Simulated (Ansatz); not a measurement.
# AlHO2 (singlet): wave-function methods side by side, cc-pVDZ

One table from this session's results is given with a row withheld; the runs are named, their logs left out.

Computed with Ansatz 0.2.0, Gaussian basis. Level: cc-pVDZ, core rule «outside noble gas», up to 7 orbitals frozen.

To be run: UHF; CCSD(T) on RHF; BCCD(T) on RHF; CISD; CCSDT(Q) on RHF; CCSDTQ on RHF.

4 further runs of the same task are left out: 1 for a known fault of the program, 3 set aside as unsound or not needed.

### What is computed

The geometry is a PBE0/def2-TZVP stationary point (not a proven minimum).

4 atoms, charge 0, spin multiplicity 1.

Atoms are counted from 1 here; the program's logs count them from 0.

Bond lengths: O1–Al2 1.596 Å, Al2–O3 1.631 Å, O3–H4 0.946 Å. Angles: O1–Al2–O3 180.0°, Al2–O3–H4 180.0°.

Set-up of the first run:

in.yaml

```yaml
crystal:
  periodic: [false, false, false]
  atoms:
    - {symbol: O, position_ang: [0.000000, 0.000000, -2.248625]}
    - {symbol: Al, position_ang: [0.000000, 0.000000, -0.653025]}
    - {symbol: O, position_ang: [0.000000, 0.000000, 0.977875]}
    - {symbol: H, position_ang: [0.000000, 0.000000, 1.923775]}
basis:
  gaussian: {orbitals: cc-pVDZ}
magnetization: {spin_polarized: true, initial_magnetization: 0}
hamiltonian: {xc: hf}
output: {orbitals: {seedname: orbitals}}
```

Started as:

```console
$ ansatz run in.yaml --threads 1 --pin off --events-out ev --progress --plain --max-ram 4096MiB --backend cpu
```

Among the steps run: UHF; CCSD(T) on RHF; BCCD(T) on RHF; CISD; CCSDT(Q) on RHF; CCSDTQ on RHF.

One table of the session follows, with a row left open; its other results are not shown here.

```
   method  from RCCSDTQ (kcal/mol)
      RHF                  +289.55
     RMP2                    +9.51
     CISD                   +38.29
    RCCSD                   +10.22
 RCCSD(T)                    +1.65
  BCCD(T)                    +1.45
   RCCSDT                    +1.17
RCCSDT(Q)                        ?
  RCCSDTQ                        0
```

Q: Estimate the row for RCCSDT(Q) from the others.

**Answer.** from RCCSDTQ (kcal/mol): -0.31. In the column «from RCCSDTQ (kcal/mol)» it is the lowest.

With the free atoms at the same levels and basis (separate runs), the atomisation energy is 12.429 eV at RCCSDTQ, 12.377 eV at RCCSD(T), 7.602 eV at RHF.
